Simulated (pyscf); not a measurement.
A first-order saddle from PySCF, ωB97X-D3(BJ)/def2-SVP:

```
N
H 1 1.0221
H 1 1.4073 2 100.46
H 3 0.8580 1 163.98 2 50.82
Ti 1 1.8087 2 144.39 3 143.11
Cl 5 2.1641 1 105.24 2 46.48
Cl 5 2.1755 1 108.71 2 -72.10
Cl 5 2.1757 1 108.22 2 169.09
```
Charge 0, spin multiplicity 2.

Surface: doublet, charge 0. Lowest wavenumbers (cm⁻¹): 931i, 54, 111, 113, 133.

Q: What reaction is this the transition state of?

A: H₂N–Ti(Cl)(Cl)–Cl + H atom (H•) <-> [HN–Ti(Cl)(Cl)–Cl]• + hydrogen (H₂), a hydrogen abstraction read from left to right: H–N broken and H–H formed. At ωB97M-D3(BJ)/def2-TZVP it lies +17.8 kcal/mol from the left side and +6.5 kcal/mol from the right (each side as separated species at their lowest minima found). One saddle was located; it need not be the lowest between these sides. The angle at the transferred H is 164°. Open-shell species with a d-block atom are single-reference here; other states, and whether the spin sits on metal or ligand, were not checked.
